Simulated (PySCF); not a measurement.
PySCF input file for O2, SMILES O=O (connectivity only; charge and spin as stated), charge +1, multiplicity 2, PBE/pcH-1. The structure is a stationary point at B3LYP-D3(BJ)/def2-TZVPD.

```python
import numpy as np
from pyscf import gto, scf, dft
from pyscf.prop.hfc import uks as hfc
from pyscf.prop.gtensor import uks as gtensor

mol = gto.M(
    atom='''
    O     0.00000000    0.00000000   -0.55286463
    O     0.00000000    0.00000000    0.55286463
    ''',
    basis='pcH-1',
    charge=1,
    spin=1,
    max_memory=1600,
    verbose=3,
)
mf = dft.UKS(mol, xc='pbe')
mf.grids.level = 3
mf.conv_tol = 1e-10
mf.max_cycle = 100
mf.kernel()
fine, coarse = mf.grids, dft.Grids(mol).set(level=1).build(with_non0tab=True)
for _ in range(3):  # follow internal instabilities
    mf.grids = coarse
    mo, _, stable, _ = mf.stability(return_status=True, nroots=4)
    mf.grids = fine
    if stable:
        break
    mf.kernel(mf.make_rdm1(mo, mf.mo_occ))
A = hfc.HFC(mf).make_fcdip(mf.make_rdm1())  # Fermi contact and dipolar terms, MHz
print('atom   A(iso)/MHz   principal dipolar parts/MHz')
for i, a in enumerate(A):
    w = np.linalg.eigvalsh((a + a.T) / 2)
    print(f'{mol.atom_symbol(i):2s}{i + 1:3d} {w.mean():12.2f}', (w - w.mean()).round(2))
gt = gtensor.GTensor(mf)
gt.dia_soc2e, gt.para_soc2e, gt.so_eff_charge = None, None, True
gt.max_cycle_cphf = 60
g = gt.kernel()
```

Log of the run:

```

WARN: HOMO -0.211230726401213 >= LUMO -0.211230726401221

converged SCF energy = -149.735292849866  <S^2> = 0.75111053  2S+1 = 2.0011102
<class 'pyscf.dft.uks.UKS'> wavefunction is stable in the internal stability analysis
atom   A(iso)/MHz   principal dipolar parts/MHz
O   1       -13.52 [-205.79  101.13  104.66]
O   2       -13.52 [-205.79  101.13  104.66]
SOC(1e)/OZ [-1.09993901e-04  5.31830045e-03 -2.41806741e-01]
free electron g 2.00231930436182
g-tensor total [2.00188667 2.0073585  1.76029969]
g-shift (ppt) [  -0.43263083    5.03919918 -242.01961561]
```

Self-consistency was reached.
